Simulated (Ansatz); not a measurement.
**CHAl (triplet): RPA-PBE over a scan of the distance Al1–C2, 6-31G**

How well do these functionals follow the top wave-function level for CHAl (triplet) over a scan of the distance Al1–C2?

Method: 6-31G, all electrons in the functionals, frozen cores in the correlation of double hybrids and RPA; program: Ansatz 0.2.0, Gaussian basis.

To be run: RPA-PBE, at 1.509 Å; 1.727 Å; 1.916 Å; 2.104 Å; 2.339 Å; 2.671 Å; 3.002 Å; 3.614 Å; 4.253 Å; 5.216 Å; 6.373 Å.

18 further runs of the same task are left out: 14 that didn't finish, 4 set aside as unsound or not needed.

**1. The geometry**

The geometry derives from a PBE0/def2-TZVP stationary point (not a proven minimum). One bond is set to the value named and the two fragments are kept rigid.

3 atoms, charge 0, spin multiplicity 3.

Atoms are counted from 1 here; the program's logs count them from 0.

Bond lengths: Al1–C2 1.916 Å, Al1–H3 1.601 Å. Angles: C2–Al1–H3 180.0°.

No dispersion term is added.

The geometry shown and the zero of energy belong to the point 1.916 Å. The yardstick, FCI, and other wave-function levels (R restricted, U unrestricted, valence and pair active spaces) come from earlier runs.

**2. RPA-PBE, 1.509 Å**

Input file in.yaml:

```yaml
crystal:
  periodic: [false, false, false]
  atoms:
    - {symbol: Al, position_ang: [0.000000, 0.000000, -0.030633]}
    - {symbol: C, position_ang: [0.000000, 0.000000, -1.539633]}
    - {symbol: H, position_ang: [0.000000, 0.000000, 1.570267]}
basis:
  gaussian: {orbitals: 6-31G}
magnetization: {spin_polarized: true, initial_magnetization: 2}
hamiltonian: {xc: {name: PBE}}
correlation: {method: rpa, electrons: outside_noble_gas}
```

Started as:

```bash
> ansatz run in.yaml --threads 1 --pin off --events-out ev --progress --plain --max-ram 2393MiB
```

Standard output:

```text
Functional definition: PBE
  name "PBE"
  cite "Perdew, Burke & Ernzerhof, Phys. Rev. Lett. 77, 3865 (1996) doi:10.1103/PhysRevLett.77.3865"
  parent pbe
  parameter kappa = 0.804
  parameter beta = 0.06672455060314922
  exchange = pbe_x(kappa = kappa, mu = beta*pi^2/3)
  correlation = pbe_c(beta = beta)
300 factors; integrals over basis functions are off by at most 1.0e-4 eV
mean field evaluation 1: about -7627.8833 eV, gradient 3.0e1 eV
mean field evaluation 2: about -7627.8775 eV, gradient 3.0e1 eV
mean field evaluation 4: about -7634.1110 eV, gradient 9.9e0 eV
mean field evaluation 8: about -7635.3337 eV, gradient 1.9e-1 eV
mean field evaluation 16: about -7635.3340 eV, gradient 4.2e-6 eV
mean field evaluation 32: about -7635.3340 eV, gradient 7.2e-4 eV
mean field evaluation 64: about -7634.4521 eV, gradient 7.1e-1 eV
mean field evaluation 96: about -7635.3340 eV, gradient 4.9e-6 eV
mean field -7635.33399724 eV, -280.5933489835 hartree, gradient 4.9e-6 eV, S^2 2.020010; 8 other end points of the search recorded, 0 dependent functions left out
6 core orbitals not correlated: weight in the atoms' cores, before any rotation towards them, 0.999 or more for the frozen orbitals, at most 0.000 for the correlated occupied ones
reference -7620.11081287 eV, -280.0339072764 hartree; 5, 3 occupied and 13, 15 virtual orbitals, 300 factors
Total energy: -7624.99921570 eV, -280.2135527668 hartree
```

Wall time 2.2 s (1 thread of Arm Neoverse V2, shared host).

From the report: ⟨S²⟩ of the determinant 2.020 (pure triplet: 2.00).

**3. RPA-PBE, 1.727 Å**

Input file in.yaml:

```yaml
crystal:
  periodic: [false, false, false]
  atoms:
    - {symbol: Al, position_ang: [0.000000, 0.000000, 0.042033]}
    - {symbol: C, position_ang: [0.000000, 0.000000, -1.684967]}
    - {symbol: H, position_ang: [0.000000, 0.000000, 1.642933]}
basis:
  gaussian: {orbitals: 6-31G}
magnetization: {spin_polarized: true, initial_magnetization: 2}
hamiltonian: {xc: {name: PBE}}
correlation: {method: rpa, electrons: outside_noble_gas}
```

The command is unchanged.

Standard output, shortened:

```text
Functional definition: PBE
  name "PBE"
  cite "Perdew, Burke & Ernzerhof, Phys. Rev. Lett. 77, 3865 (1996) doi:10.1103/PhysRevLett.77.3865"
  parent pbe
[...]
297 factors; integrals over basis functions are off by at most 1.2e-4 eV
[...]
mean field -7637.13024326 eV, -280.6593598068 hartree, gradient 2.2e-6 eV, S^2 2.003697; 5 other end points of the search recorded, 0 dependent functions left out
6 core orbitals not correlated: weight in the atoms' cores, before any rotation towards them, 1.000 or more for the frozen orbitals, at most 0.000 for the correlated occupied ones
reference -7621.35004055 eV, -280.0794480535 hartree; 5, 3 occupied and 13, 15 virtual orbitals, 297 factors
Total energy: -7626.96220562 eV, -280.2856913158 hartree
```

It took 2.6 s on 1 thread of Arm Neoverse V2, shared host.

From the report: ⟨S²⟩ of the determinant 2.004 (pure triplet: 2.00).

**4. RPA-PBE, 1.916 Å**

Input file in.yaml:

```yaml
crystal:
  periodic: [false, false, false]
  atoms:
    - {symbol: Al, position_ang: [0.000000, 0.000000, 0.105100]}
    - {symbol: C, position_ang: [0.000000, 0.000000, -1.811100]}
    - {symbol: H, position_ang: [0.000000, 0.000000, 1.706000]}
basis:
  gaussian: {orbitals: 6-31G}
magnetization: {spin_polarized: true, initial_magnetization: 2}
hamiltonian: {xc: {name: PBE}}
correlation: {method: rpa, electrons: outside_noble_gas}
```

The command is unchanged.

Standard output, shortened:

```text
Functional definition: PBE
  name "PBE"
  cite "Perdew, Burke & Ernzerhof, Phys. Rev. Lett. 77, 3865 (1996) doi:10.1103/PhysRevLett.77.3865"
  parent pbe
[...]
297 factors; integrals over basis functions are off by at most 1.3e-4 eV
[...]
mean field -7637.80523406 eV, -280.6841652614 hartree, gradient 4.2e-7 eV, S^2 2.003029; 6 other end points of the search recorded, 0 dependent functions left out
6 core orbitals not correlated: weight in the atoms' cores, before any rotation towards them, 1.000 or more for the frozen orbitals, at most 0.000 for the correlated occupied ones
reference -7621.86630200 eV, -280.0984203118 hartree; 5, 3 occupied and 13, 15 virtual orbitals, 297 factors
Total energy: -7627.65583011 eV, -280.3111815457 hartree
```

It took 2.2 s on 1 thread of Arm Neoverse V2, shared host.

From the report: ⟨S²⟩ of the determinant 2.003 (pure triplet: 2.00).

**5. RPA-PBE, 2.104 Å**

Input file in.yaml:

```yaml
crystal:
  periodic: [false, false, false]
  atoms:
    - {symbol: Al, position_ang: [0.000000, 0.000000, 0.167700]}
    - {symbol: C, position_ang: [0.000000, 0.000000, -1.936300]}
    - {symbol: H, position_ang: [0.000000, 0.000000, 1.768600]}
basis:
  gaussian: {orbitals: 6-31G}
magnetization: {spin_polarized: true, initial_magnetization: 2}
hamiltonian: {xc: {name: PBE}}
correlation: {method: rpa, electrons: outside_noble_gas}
```

Launched as before.

Standard output, shortened:

```text
Functional definition: PBE
  name "PBE"
  cite "Perdew, Burke & Ernzerhof, Phys. Rev. Lett. 77, 3865 (1996) doi:10.1103/PhysRevLett.77.3865"
  parent pbe
[...]
297 factors; integrals over basis functions are off by at most 1.4e-4 eV
[...]
mean field -7637.79175023 eV, -280.6836697397 hartree, gradient 4.2e-6 eV, S^2 2.003350; 4 other end points of the search recorded, 0 dependent functions left out
6 core orbitals not correlated: weight in the atoms' cores, before any rotation towards them, 1.000 or more for the frozen orbitals, at most 0.000 for the correlated occupied ones
reference -7621.73245251 eV, -280.0935014339 hartree; 5, 3 occupied and 13, 15 virtual orbitals, 297 factors
Total energy: -7627.71630229 eV, -280.3134038572 hartree
```

It took 2.1 s on 1 thread of Arm Neoverse V2, shared host.

From the report: ⟨S²⟩ of the determinant 2.003 (pure triplet: 2.00).

From 1.916 Å: -0.060 eV.

**6. RPA-PBE, 2.339 Å**

Input file in.yaml:

```yaml
crystal:
  periodic: [false, false, false]
  atoms:
    - {symbol: Al, position_ang: [0.000000, 0.000000, 0.246033]}
    - {symbol: C, position_ang: [0.000000, 0.000000, -2.092967]}
    - {symbol: H, position_ang: [0.000000, 0.000000, 1.846933]}
basis:
  gaussian: {orbitals: 6-31G}
magnetization: {spin_polarized: true, initial_magnetization: 2}
hamiltonian: {xc: {name: PBE}}
correlation: {method: rpa, electrons: outside_noble_gas}
```

Launched as before.

Standard output, shortened:

```text
Functional definition: PBE
  name "PBE"
  cite "Perdew, Burke & Ernzerhof, Phys. Rev. Lett. 77, 3865 (1996) doi:10.1103/PhysRevLett.77.3865"
  parent pbe
[...]
297 factors; integrals over basis functions are off by at most 1.4e-4 eV
[...]
mean field -7637.38585501 eV, -280.6687533655 hartree, gradient 9.3e-6 eV, S^2 2.007546; 0 other end points of the search recorded, 0 dependent functions left out
6 core orbitals not correlated: weight in the atoms' cores, before any rotation towards them, 1.000 or more for the frozen orbitals, at most 0.000 for the correlated occupied ones
reference -7621.30565732 eV, -280.0778169999 hartree; 5, 3 occupied and 13, 15 virtual orbitals, 297 factors
Total energy: -7627.42921577 eV, -280.3028536223 hartree
```

It took 0.72 s on 1 thread of Arm Neoverse V2, shared host.

From the report: ⟨S²⟩ of the determinant 2.008 (pure triplet: 2.00).

From 1.916 Å: +0.227 eV.

**7. RPA-PBE, 2.671 Å**

Input file in.yaml:

```yaml
crystal:
  periodic: [false, false, false]
  atoms:
    - {symbol: Al, position_ang: [0.000000, 0.000000, 0.356700]}
    - {symbol: C, position_ang: [0.000000, 0.000000, -2.314300]}
    - {symbol: H, position_ang: [0.000000, 0.000000, 1.957600]}
basis:
  gaussian: {orbitals: 6-31G}
magnetization: {spin_polarized: true, initial_magnetization: 2}
hamiltonian: {xc: {name: PBE}}
correlation: {method: rpa, electrons: outside_noble_gas}
```

Launched as before.

Standard output, shortened:

```text
Functional definition: PBE
  name "PBE"
  cite "Perdew, Burke & Ernzerhof, Phys. Rev. Lett. 77, 3865 (1996) doi:10.1103/PhysRevLett.77.3865"
  parent pbe
[...]
297 factors; integrals over basis functions are off by at most 1.5e-4 eV
[...]
mean field -7636.67517746 eV, -280.6426364473 hartree, gradient 5.5e-6 eV, S^2 2.024558; 8 other end points of the search recorded, 0 dependent functions left out
6 core orbitals not correlated: weight in the atoms' cores, before any rotation towards them, 1.000 or more for the frozen orbitals, at most 0.000 for the correlated occupied ones
reference -7620.89823296 eV, -280.0628444310 hartree; 5, 3 occupied and 13, 15 virtual orbitals, 297 factors
Total energy: -7626.89965685 eV, -280.2833926909 hartree
```

Run time: 2.8 s. Hardware: 1 thread of Arm Neoverse V2, shared host.

From the report: ⟨S²⟩ of the determinant 2.025 (pure triplet: 2.00).

From 1.916 Å: +0.756 eV.

**8. RPA-PBE, 3.002 Å**

Input file in.yaml:

```yaml
crystal:
  periodic: [false, false, false]
  atoms:
    - {symbol: Al, position_ang: [0.000000, 0.000000, 0.467033]}
    - {symbol: C, position_ang: [0.000000, 0.000000, -2.534967]}
    - {symbol: H, position_ang: [0.000000, 0.000000, 2.067933]}
basis:
  gaussian: {orbitals: 6-31G}
magnetization: {spin_polarized: true, initial_magnetization: 2}
hamiltonian: {xc: {name: PBE}}
correlation: {method: rpa, electrons: outside_noble_gas}
```

Launched as before.

Standard output, shortened:

```text
Functional definition: PBE
  name "PBE"
  cite "Perdew, Burke & Ernzerhof, Phys. Rev. Lett. 77, 3865 (1996) doi:10.1103/PhysRevLett.77.3865"
  parent pbe
[...]
297 factors; integrals over basis functions are off by at most 1.5e-4 eV
[...]
mean field -7636.10612877 eV, -280.6217242938 hartree, gradient 4.3e-6 eV, S^2 2.039926; 9 other end points of the search recorded, 0 dependent functions left out
6 core orbitals not correlated: weight in the atoms' cores, before any rotation towards them, 1.000 or more for the frozen orbitals, at most 0.000 for the correlated occupied ones
reference -7620.88947566 eV, -280.0625226062 hartree; 5, 3 occupied and 13, 15 virtual orbitals, 297 factors
Total energy: -7626.51509312 eV, -280.2692602344 hartree
```

Run time: 2.3 s. Hardware: 1 thread of Arm Neoverse V2, shared host.

From the report: ⟨S²⟩ of the determinant 2.040 (pure triplet: 2.00).

From 1.916 Å: +1.141 eV.

**9. RPA-PBE, 3.614 Å**

Input file in.yaml:

```yaml
crystal:
  periodic: [false, false, false]
  atoms:
    - {symbol: Al, position_ang: [0.000000, 0.000000, 0.671033]}
    - {symbol: C, position_ang: [0.000000, 0.000000, -2.942967]}
    - {symbol: H, position_ang: [0.000000, 0.000000, 2.271933]}
basis:
  gaussian: {orbitals: 6-31G}
magnetization: {spin_polarized: true, initial_magnetization: 2}
hamiltonian: {xc: {name: PBE}}
correlation: {method: rpa, electrons: outside_noble_gas}
```

The command is unchanged.

Standard output, shortened:

```text
Functional definition: PBE
  name "PBE"
  cite "Perdew, Burke & Ernzerhof, Phys. Rev. Lett. 77, 3865 (1996) doi:10.1103/PhysRevLett.77.3865"
  parent pbe
[...]
297 factors; integrals over basis functions are off by at most 1.5e-4 eV
[...]
mean field -7635.52386918 eV, -280.6003266486 hartree, gradient 3.0e-6 eV, S^2 2.035369; 10 other end points of the search recorded, 0 dependent functions left out
6 core orbitals not correlated: weight in the atoms' cores, before any rotation towards them, 1.000 or more for the frozen orbitals, at most 0.000 for the correlated occupied ones
reference -7621.29689952 eV, -280.0774951568 hartree; 5, 3 occupied and 13, 15 virtual orbitals, 297 factors
Total energy: -7626.29918842 eV, -280.2613258831 hartree
```

Wall time 2.5 s (1 thread of Arm Neoverse V2, shared host).

From the report: ⟨S²⟩ of the determinant 2.035 (pure triplet: 2.00).

From 1.916 Å: +1.357 eV.

**10. RPA-PBE, 4.253 Å**

Input file in.yaml:

```yaml
crystal:
  periodic: [false, false, false]
  atoms:
    - {symbol: Al, position_ang: [0.000000, 0.000000, 0.884033]}
    - {symbol: C, position_ang: [0.000000, 0.000000, -3.368967]}
    - {symbol: H, position_ang: [0.000000, 0.000000, 2.484933]}
basis:
  gaussian: {orbitals: 6-31G}
magnetization: {spin_polarized: true, initial_magnetization: 2}
hamiltonian: {xc: {name: PBE}}
correlation: {method: rpa, electrons: outside_noble_gas}
```

The command is unchanged.

Standard output, shortened:

```text
Functional definition: PBE
  name "PBE"
  cite "Perdew, Burke & Ernzerhof, Phys. Rev. Lett. 77, 3865 (1996) doi:10.1103/PhysRevLett.77.3865"
  parent pbe
[...]
297 factors; integrals over basis functions are off by at most 1.5e-4 eV
[...]
mean field -7635.28264011 eV, -280.5914616438 hartree, gradient 3.6e-6 eV, S^2 2.029845; 9 other end points of the search recorded, 0 dependent functions left out
6 core orbitals not correlated: weight in the atoms' cores, before any rotation towards them, 1.000 or more for the frozen orbitals, at most 0.000 for the correlated occupied ones
reference -7621.47899299 eV, -280.0841869683 hartree; 5, 3 occupied and 13, 15 virtual orbitals, 297 factors
Total energy: -7626.30389349 eV, -280.2614987913 hartree
```

It took 2.4 s on 1 thread of Arm Neoverse V2, shared host.

From the report: ⟨S²⟩ of the determinant 2.030 (pure triplet: 2.00).

From 1.916 Å: +1.352 eV.

**11. RPA-PBE, 5.216 Å**

Input file in.yaml:

```yaml
crystal:
  periodic: [false, false, false]
  atoms:
    - {symbol: Al, position_ang: [0.000000, 0.000000, -1.205033]}
    - {symbol: C, position_ang: [0.000000, 0.000000, 4.010967]}
    - {symbol: H, position_ang: [0.000000, 0.000000, -2.805933]}
basis:
  gaussian: {orbitals: 6-31G}
magnetization: {spin_polarized: true, initial_magnetization: 2}
hamiltonian: {xc: {name: PBE}}
correlation: {method: rpa, electrons: outside_noble_gas}
```

Launched as before.

Standard output, shortened:

```text
Functional definition: PBE
  name "PBE"
  cite "Perdew, Burke & Ernzerhof, Phys. Rev. Lett. 77, 3865 (1996) doi:10.1103/PhysRevLett.77.3865"
  parent pbe
[...]
297 factors; integrals over basis functions are off by at most 2.0e-4 eV
[...]
mean field -7635.15301464 eV, -280.5866979954 hartree, gradient 1.0e-6 eV, S^2 2.028841; 11 other end points of the search recorded, 0 dependent functions left out
6 core orbitals not correlated: weight in the atoms' cores, before any rotation towards them, 1.000 or more for the frozen orbitals, at most 0.000 for the correlated occupied ones
reference -7621.54648069 eV, -280.0866670956 hartree; 5, 3 occupied and 13, 15 virtual orbitals, 297 factors
Total energy: -7626.32516655 eV, -280.2622805619 hartree
```

It took 3.7 s on 1 thread of Arm Neoverse V2, shared host.

From the report: ⟨S²⟩ of the determinant 2.029 (pure triplet: 2.00).

From 1.916 Å: +1.331 eV.

**12. RPA-PBE, 6.373 Å**

Input file in.yaml:

```yaml
crystal:
  periodic: [false, false, false]
  atoms:
    - {symbol: Al, position_ang: [0.000000, 0.000000, 1.590700]}
    - {symbol: C, position_ang: [0.000000, 0.000000, -4.782300]}
    - {symbol: H, position_ang: [0.000000, 0.000000, 3.191600]}
basis:
  gaussian: {orbitals: 6-31G}
magnetization: {spin_polarized: true, initial_magnetization: 2}
hamiltonian: {xc: {name: PBE}}
correlation: {method: rpa, electrons: outside_noble_gas}
```

Launched as before.

Standard output, shortened:

```text
Functional definition: PBE
  name "PBE"
  cite "Perdew, Burke & Ernzerhof, Phys. Rev. Lett. 77, 3865 (1996) doi:10.1103/PhysRevLett.77.3865"
  parent pbe
[...]
297 factors; integrals over basis functions are off by at most 1.5e-4 eV
[...]
mean field -7635.11235310 eV, -280.5852037113 hartree, gradient 4.5e-9 eV, S^2 2.027984; 12 other end points of the search recorded, 0 dependent functions left out
6 core orbitals not correlated: weight in the atoms' cores, before any rotation towards them, 1.000 or more for the frozen orbitals, at most 0.000 for the correlated occupied ones
reference -7621.59164570 eV, -280.0883268791 hartree; 5, 3 occupied and 13, 15 virtual orbitals, 297 factors
Total energy: -7626.37146458 eV, -280.2639819830 hartree
```

Run time: 6 s. Hardware: 1 thread of Arm Neoverse V2, shared host.

From the report: ⟨S²⟩ of the determinant 2.028 (pure triplet: 2.00).

From 1.916 Å: +1.284 eV.

**13. The comparison**

The yardstick is full CI for this spin, exact in this basis with these frozen cores. It comes from earlier runs at the same points. Energies in eV, counted from 1.916 Å; blanks weren't run or aren't comparable.

| level | 1.509 Å | 1.727 Å | 1.916 Å | 2.104 Å | 2.339 Å | 2.671 Å | 3.002 Å | 3.614 Å | 4.253 Å | 5.216 Å | 6.373 Å |
| --- | --- | --- | --- | --- | --- | --- | --- | --- | --- | --- | --- |
| FCI | 2.208 | 0.402 | 0.000 | -0.050 | 0.261 | 0.807 | 1.171 | 1.412 | 1.476 | 1.512 | 1.524 |
| RPA-PBE | 2.657 | 0.694 | 0.000 | -0.060 | 0.227 | 0.756 | 1.141 | 1.357 | 1.352 | 1.331 | 1.284 |

Largest miss and mean time a point (FCI took 23 s a point; shared hosts):

| level | largest miss (eV) | where | time a point |
| --- | --- | --- | --- |
| RPA-PBE | +0.449 | 1.509 Å | 2.7 s |

**14. What came out**

| quantity | value |
| --- | --- |
| span of the FCI curve | 2.258 eV |
| largest miss, RPA-PBE | +0.449 eV (1.509 Å) |

**Reading.** RPA-PBE strays by up to 0.449 eV, at 1.509 Å. Functionals and the yardstick converge differently with the basis, so part of each miss in 6-31G is the basis.
